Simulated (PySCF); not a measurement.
Compounds:
1. `C1C(C)(F)C1`, C$_{4}$H$_{7}$F
2. `CC/C=C/F`, C$_{4}$H$_{7}$F
3. `InChI=1S/C7H5FO2/c8-7(10)5-1-3-6(9)4-2-5/h1-4,9H`
4. `c1(C)ccc(C)cc1`, C$_{8}$H$_{10}$
5. `[C]=C=C=S`, C$_{3}$S
6. `C=C/C=C/C=C/C=C`, C$_{8}$H$_{10}$

PySCF 2.14.0 with density-fitted response routines calculation with structure optimised with PBE0-D3(BJ)/def2-SVP and shielding tensors at PBE0/pcSseg-1 (GIAO); one averaged value for each set of equivalent atoms, in vacuum, non-relativistic, a single conformation.

References, each an isolated molecule treated in the same way: TMS for 1H (σref 31.27) and 13C (σref 184.41). Shifts are as computed. Against solution values, carbons near 30 ppm lie about +2 ppm off and those near 130 ppm about +5 ppm. Of 1211 compounds with measured shifts, 218 miss one by over three times the rms of a fit or turn the order of signals round; such compounds aren't used in these exercises. OH and NH positions are gas-phase values without hydrogen bonding to other molecules.

Problem. Which show a 13C signal above 185 ppm?

Solution. 5 (360.4: carbon bonded to C).

Problem. Which show a 13C signal between 60 and 100 ppm?

Solution. 1 (72.8: three-membered-ring carbon).

Problem. Which show a 1H signal below 0.7 ppm from a carbon-bound hydrogen?

Solution. 1 (0.36: hydrogen on a three-membered-ring carbon).

Problem. Which give exactly 5 13C signals?

Solution. 3 (δ 167.1, 162.5, 141.0, 121.2, 118.4).
